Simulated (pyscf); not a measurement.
A first-order saddle from PySCF, ωB97X-D3(BJ)/def2-SVP:

```xyz
15

Si     0.9169     0.7196    -0.3910
O     -0.3395    -0.3008    -0.1676
C     -2.2035     0.4537    -0.1275
C     -2.3823     0.0861     1.2168
O      1.7187     0.8413     1.0538
O      0.4105     2.2475    -0.8360
O      1.9086     0.2559    -1.6449
H     -2.5545    -0.1857    -0.9415
H     -1.8835     1.4612    -0.4110
H     -1.1468    -0.3130     0.9109
H     -2.9942    -0.7913     1.4478
H     -2.3149     0.8633     1.9846
H      2.4230     1.4969     1.0753
H      0.5772     2.4512    -1.7622
H      2.0162    -0.6961    -1.7383
```
Charge 0, spin multiplicity 1.

Surface: singlet, charge 0. Lowest wavenumbers (cm⁻¹): 1908i, 31, 77, 136, 156.

Question: What reaction is this the transition state of?

Answer: H₃C–CH₂–O–Si(OH)(OH)–OH (SMILES CCO[Si](O)(O)O) <-> HO–Si(OH)(OH)–OH (SMILES O[Si](O)(O)O) + H₂C=CH₂ (SMILES C=C), an elimination read from left to right: C–O, C–H broken and H–O formed. At ωB97M-D3(BJ)/def2-TZVP it lies +67.9 kcal/mol from the left side and +51.2 kcal/mol from the right (each side as separated species at their lowest minima found). On the product side the descent ends in a complex, 5.0 kcal/mol under the separated species and 56.0 kcal/mol under the saddle at ωB97X-D3(BJ)/def2-TZVP. At ωB97X-D3(BJ) the barrier from the zero used here is 71.1 kcal/mol. This is the saddle that the search found; another between the same sides may lie lower.
